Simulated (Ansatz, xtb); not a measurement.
**B2H3N: where a starting geometry ends**

The starting geometry of this gas-phase singlet was built from a drawn formula by distance geometry; its bonds are those of `[H]/N=[BH-]/[BH+]`.

```json
{"atom": "B", "x (Å)": "-3.0139", "y (Å)": "-0.2151", "z (Å)": "-1.7026"}
{"atom": "B", "x (Å)": "-1.7576", "y (Å)": "-0.8897", "z (Å)": "-0.5027"}
{"atom": "N", "x (Å)": "-0.9710", "y (Å)": "0.0131", "z (Å)": "0.1520"}
{"atom": "H", "x (Å)": "-3.9653", "y (Å)": "-0.4890", "z (Å)": "-2.3177"}
{"atom": "H", "x (Å)": "-1.1708", "y (Å)": "-1.7584", "z (Å)": "-0.9979"}
{"atom": "H", "x (Å)": "-0.2254", "y (Å)": "-0.4602", "z (Å)": "0.7812"}
```

**Question.** Predict what it relaxes into with r2SCAN-D4/def2-SVP.

**Answer.** It rearranges, giving a structure given below by its coordinates. Distances that change by over a tenth: B1–B2 (1.86 → 1.66 Å). Contacts that open: B2–H5 (1.16 → 2.51 Å). Contacts that close: B1–H5 (2.51 → 1.21 Å).

The energy falls by 4.04 eV over 18 steps:

| step | E − E(last) (eV) |
| --- | --- |
| 1 | 4.045 |
| 3 | 2.944 |
| 5 | 2.545 |
| 7 | 2.069 |
| 9 | 1.685 |
| 10 | 1.044 |
| 12 | 0.405 |
| 14 | 0.135 |
| 16 | 0.007 |
| 18 | 0.000 |

Final geometry (Å):

```xyz
6

B    -2.6273   -1.0104   -1.6092
B    -1.5578   -0.4920   -0.4461
N    -0.7531   -0.1009    0.4293
H    -3.5256   -0.3003   -1.9892
H    -2.5302   -2.1080   -2.1004
H    -0.1101    0.2121    1.1279
```

From the same start GFN2-xTB reaches the same bonding as this run.

No frequencies were run, so the end isn't proven a minimum. Run with Ansatz 0.2.0, 13 s on 1 thread of Intel(R) Xeon(R) 6975P-C (Granite Rapids) (shared host).
